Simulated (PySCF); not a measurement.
**How methods differ on the ionisation energy of Cl**

Cl [Ne] 3s2 3p5 (2P) → Cl⁺ [Ne] 3s2 3p4 (3P), as a difference of total energies. Computed with PySCF 2.14 in aug-cc-pV(Q+d)Z (7s6p5d3f2g, 89 functions), with no relativity, point nucleus. Correlated levels: valence: [Ne] frozen. The calculations carry no spin-orbit coupling.

```json
{"method": "UHF", "ionisation energy (eV)": "11.766", "error (eV)": "-1.208"}
{"method": "MP2 (valence)", "ionisation energy (eV)": "12.869", "error (eV)": "-0.105"}
{"method": "SCS-MP2 (valence)", "ionisation energy (eV)": "12.886", "error (eV)": "-0.088"}
{"method": "CCSD (valence)", "ionisation energy (eV)": "12.838", "error (eV)": "-0.136"}
{"method": "CCSD(T) (valence)", "ionisation energy (eV)": "12.894", "error (eV)": "-0.080"}
```

Reference: 12.974 eV (measured; NIST levels, between the centres of gravity of the two terms).

Errors of the correlated levels include the incompleteness of this basis and the frozen core.
